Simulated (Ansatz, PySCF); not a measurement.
Species: dimethylacetylene, C₄H₆ (charge 0, singlet). 
Structure (B3LYP-D3(BJ)/def2-TZVP (Ansatz, a program for electronic structure) minimum search):
```xyz
10

C     -0.0002     0.0011     2.0565
C     -0.0001     0.0003     0.6006
C      0.0001    -0.0003    -0.6006
C      0.0002    -0.0011    -2.0565
H     -0.0090     1.0202     2.4498
H     -0.8782    -0.5156     2.4506
H      0.8864    -0.5005     2.4508
H     -0.0085     1.0175    -2.4509
H      0.8870    -0.5032    -2.4500
H     -0.8777    -0.5183    -2.4502
```


Property: enthalpy of formation at 298 K (from the atomisation energy, B3LYP-D3(BJ)/def2-TZVP harmonic zero-point and thermal terms from PySCF, and the atoms' enthalpies of formation in the G2/97 table; no spin-orbit terms, and no core term in the frozen-core levels), in kcal/mol. Valence correlation only, unless marked. UHF or UKS for open shells. Spin-orbit coupling is left out. No relativistic terms. The coupled-cluster limit lacks core correlation, which all-electron functionals hold. CBS marks a two-point X^-3 extrapolation of the correlation energy; Hartree-Fock from the larger set. [CCSD(T)-MP2]/basis is that difference in the basis named.

Measured: 34.8 kcal/mol (Active Thermochemical Tables 1.112 (ions: stationary electron), as tabulated in the package chemicals); it holds spin-orbit and relativistic effects, which these rows lack, and core correlation, which the frozen-core levels lack.

```csv
level,program,enthalpy of formation at 298 K (kcal/mol),error against measurement
HF/cc-pVQZ,Ansatz,285.1,250.3
HF-D3(BJ)/def2-TZVPD,PySCF + dftd3,256.4,221.6
PBE0/def2-QZVPP,Ansatz,29.4,-5.4
LC-wPBE-D4/def2-TZVPD,Ansatz + dftd4,33.7,-1.1
MP2/cc-pVTZ,Ansatz,44.0,9.2
RI-MP2/cc-pVTZ,Ansatz,44.1,9.3
SCS-MP2/aug-cc-pVDZ,Ansatz,94.6,59.8
CCSD/6-31G*,Ansatz,125.8,91.0
CCSD/cc-pVTZ,Ansatz,75.1,40.3
"RI-MP2/CBS(cc-pVTZ,cc-pVQZ)+[CCSD(T)-MP2]/cc-pVTZ",Ansatz,37.8,3.0
```

Nearest to the measured value here: LC-wPBE-D4/def2-TZVPD; farthest: HF/cc-pVQZ.
